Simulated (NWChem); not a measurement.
System: dimethylamine (C$_{2}$H$_{7}$N); SMILES CNC

```xyz
10

C      0.2181    -0.0051     1.2072
N     -0.5594     0.1001     0.0000
C      0.2181    -0.0051    -1.2072
H      0.8281    -0.9335     1.2887
H      0.9187     0.8442     1.2782
H     -0.4393     0.0441     2.0887
H     -1.3020    -0.5936     0.0000
H      0.8281    -0.9335    -1.2887
H     -0.4393     0.0441    -2.0887
H      0.9187     0.8442    -1.2782
```
Atoms are numbered in this order, from 1.

All runs: NWChem. Geometry optimised at PBE0/def2-SVP; all other runs use it. 

| quantity | level | value |
|---|---|---|
| −ε(HOMO) (eV) | PBE/def2-SVP | 4.62 |
| isotropic polarisability (bohr³), static | PBE/def2-SVPD | 39.3 |
| dipole in solution (D) in water | PBE0/def2-SVP, SMD | 1.18 |
| vertical, lowest excitation, singlet (eV) | PBE/def2-SVPD, TDA | ? |
| dipole (D) | PBE0/def2-SVP | ? |
| highest harmonic frequency (cm⁻¹) | PBE0/def2-SVP | ? |

Complete the blanks.


- vertical, lowest excitation, singlet (eV), value: 5.10
- dipole (D), value: 0.91
- highest harmonic frequency (cm⁻¹), value: 3585
